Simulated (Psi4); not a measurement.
# H2O (water): CCSD(T)/pcseg-2 (sweep point 10)

Aim: the energy change on altering one bond length of H2O (water) at CCSD(T)/pcseg-2 (sweep point 10), from 2 runs. 

The calculation is run with Psi4 1.11.

## Step 1: Starting point

The species is H2O (3 atoms), meant as a singlet with charge 0. SMILES: `O`. The coordinates come from a PBE0-D4/def2-TZVP relaxation.

Bond lengths: O1–H2 0.960 Å, O1–H3 0.960 Å. Angles: H2–O1–H3 105.1°.

## Step 2: A single-point energy at CCSD(T)/pcseg-2 (sweep point 10)

File job.dat:

```
memory 1.6 GB

molecule {
  0 1
  O     -0.302700     0.200200    -0.140600
  H      0.466500     0.548400     0.315300
  H     -0.163800    -0.748600    -0.174700
  units angstrom
  symmetry c1
}

set basis pcseg-2
set reference rhf
set puream true
set scf_type pk
set num_frozen_docc 1

E = energy("ccsd(t)")
```

Command:

```sh
$ psi4 -n 1 job.dat job.out
```

job.out:

```text
[...]
  Running in c1 symmetry.
[...]
  Nuclear repulsion =    9.171300754468179
[...]
  Multiplicity = 1
[...]
  Nalpha       = 5
  Nbeta        = 5
[...]
    Number of basis functions: 58
[...]
   @RHF iter   1:   -75.97582059459637   -4.95265e-01   7.98377e-03 DIIS/ADIIS
[...]
   @RHF iter  10:   -76.05907909972777   -2.81375e-12   3.35417e-09 DIIS
[...]
    Orbital Energies [Eh]
    ---------------------
    Doubly Occupied:
       1A    -20.556359     2A     -1.349758     3A     -0.716853
       4A     -0.582147     5A     -0.509390
[...]
  @RHF Final Energy:   -76.05907909972777
   => Energetics <=
    Nuclear Repulsion Energy =              9.1713007544681791
    One-Electron Energy =                -123.0317469255114133
    Two-Electron Energy =                  37.8013670713154610
    Total Energy =                        -76.0590790997277679
[...]
 Multipole Moments:
 ------------------------------------------------------------------------------------
     Multipole            Electronic (a.u.)      Nuclear  (a.u.)        Total (a.u.)
 ------------------------------------------------------------------------------------
 L = 1.  Multiply by 2.5417464519 to convert [e a0] to [Debye]
 Dipole X            :         -0.1311435            0.8318109            0.7006674
 Dipole Y            :          0.0792019           -0.5024246           -0.4232227
 Dipole Z            :         -0.0000000            0.0000000           -0.0000000
 Magnitude           :                                                    0.8185672
[...]
      * MP2 total energy                      =  -76.316530412979631
[...]
      * CCSD total energy                     =  -76.322540940334562
[...]
      * CCSD(T) total energy                  =  -76.329950907223832
[...]
```

It took 4.5 s on 1 thread of Intel Xeon Platinum 8488C (Sapphire Rapids), shared host; peak memory 0.35 GiB.

## Step 3: The distorted shape at the same level

File calc.in:

```
memory 1.6 GB

molecule {
  0 1
  O     -0.330477     0.389937    -0.133781
  H      0.438723     0.738137     0.322119
  H     -0.163800    -0.748600    -0.174700
  units angstrom
  symmetry c1
}

set {
  basis pcseg-2
  puream true
  scf_type pk
  num_frozen_docc 1
}

energy_value, wavefunction = energy("ccsd(t)", return_wfn=True)
```

Command:

```sh
$ psi4 calc.in calc.out -n 1
```

calc.out:

```text
[...]
  Running in c1 symmetry.
[...]
  Nuclear repulsion =    8.403692091044611
[...]
  Multiplicity = 1
[...]
  Nalpha       = 5
  Nbeta        = 5
[...]
    Number of basis functions: 58
[...]
   @RHF iter   1:   -75.93355385385627   -5.70984e-01   8.09193e-03 DIIS/ADIIS
[...]
   @RHF iter  11:   -76.02736173430780   -7.10543e-13   2.49894e-09 DIIS
[...]
    Orbital Energies [Eh]
    ---------------------
    Doubly Occupied:
       1A    -20.570499     2A     -1.313157     3A     -0.672423
       4A     -0.559992     5A     -0.503531
[...]
  @RHF Final Energy:   -76.02736173430780
   => Energetics <=
    Nuclear Repulsion Energy =              8.4036920910446113
    One-Electron Energy =                -121.6229041346644806
    Two-Electron Energy =                  37.1918503093120734
    Total Energy =                        -76.0273617343078030
[...]
 Multipole Moments:
 ------------------------------------------------------------------------------------
     Multipole            Electronic (a.u.)      Nuclear  (a.u.)        Total (a.u.)
 ------------------------------------------------------------------------------------
 L = 1.  Multiply by 2.5417464519 to convert [e a0] to [Debye]
 Dipole X            :         -0.1528169            0.8494489            0.6966320
 Dipole Y            :          0.1729389           -0.6611468           -0.4882079
 Dipole Z            :         -0.0000000           -0.0000000           -0.0000000
 Magnitude           :                                                    0.8506721
[...]
      * MP2 total energy                      =  -76.291950118869352
[...]
      * CCSD total energy                     =  -76.297550164966367
[...]
      * CCSD(T) total energy                  =  -76.305862538974907
[...]
```

Run time: 4.8 s. Hardware: 1 thread of Intel Xeon Platinum 8488C (Sapphire Rapids), shared host; peak memory 0.35 GiB.

## Step 4: Summary of results

At CCSD(T)/pcseg-2 (sweep point 10), 1 core orbital frozen:

| quantity | value |
| --- | --- |
| first shape: total energy | -76.32995 Eh |
| first shape: HOMO energy (Hartree–Fock orbitals) | -13.86 eV |
| first shape: LUMO energy (Hartree–Fock orbitals) | 2.65 eV |
| first shape: HOMO–LUMO gap (Hartree–Fock orbitals) | 16.51 eV |
| first shape: correlation energy (1 core orbital frozen) | -270.9 mEh |
| first shape: (T) correction | -7.41 mEh |
| first shape: T1 diagnostic | 0.008 |
| distorted shape: total energy | -76.30586 Eh |
| distorted shape: HOMO energy (Hartree–Fock orbitals) | -13.70 eV |
| distorted shape: LUMO energy (Hartree–Fock orbitals) | 2.34 eV |
| distorted shape: HOMO–LUMO gap (Hartree–Fock orbitals) | 16.04 eV |
| distorted shape: correlation energy (1 core orbital frozen) | -278.5 mEh |
| distorted shape: (T) correction | -8.31 mEh |
| distorted shape: T1 diagnostic | 0.010 |
| energy change with the O1–H3 bond stretched from 0.960 to 1.151 Å | 0.655 eV |

What this shows: With the O1–H3 bond stretched from 0.960 to 1.151 Å the energy rises by 0.66 eV (15.1 kcal/mol). The first shape isn't relaxed at this level, so the change isn't measured from a minimum. The triples (first shape) make up 2.7 % of the correlation energy. The triples (distorted shape) make up 3.0 % of the correlation energy.
